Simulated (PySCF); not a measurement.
Stretching AlC

Set-up: basis Al def2-SVPD, C def2-SVPD; no relativity; PySCF 2.14. Energies in eV from Al + C in their ground configurations at the same level. State: ⁴Σ⁻ (quartet), unpaired electrons σ ↑, π ↑↑.

```csv
R (Å),TPSS,UHF
1.698,-2.861,-1.900
1.778,-3.283,-2.337
1.857,-3.517,-2.581
1.916,-3.603,-2.670
1.975,-3.631,-2.699
2.034,-3.614,-2.681
2.113,-3.542,-2.603
2.212,-3.397,-2.447
2.330,-3.176,-2.208
2.489,-2.846,-1.850
```

Put a parabola through the three lowest points of the TPSS curve and estimate Re, k and ωe (reduced mass 8.306 u; 1 eV/Å² = 0.16022 mdyn/Å; ωe = 1302.8·√(k/μ) cm⁻¹).

Through R = 1.916, 1.975, 2.034 Å the second-order coefficient is 6.46 eV/Å², so Re ≈ 1.982 Å, k ≈ 2.07 mdyn/Å and ωe ≈ 651 cm⁻¹. A polynomial fit of higher order to the unrounded TPSS energies gives Re = 1.980 Å, k = 1.95 mdyn/Å, ωe = 632 cm⁻¹; anharmonicity and rounding make the difference.

The higher-order fit for each curve: TPSS: Re = 1.980 Å, ωe = 632 cm⁻¹, De = 3.63 eV; UHF: Re = 1.979 Å, ωe = 650 cm⁻¹, De = 2.70 eV.

The state is the lowest determinant that a PBE0 search found; another state may lie lower at other levels.
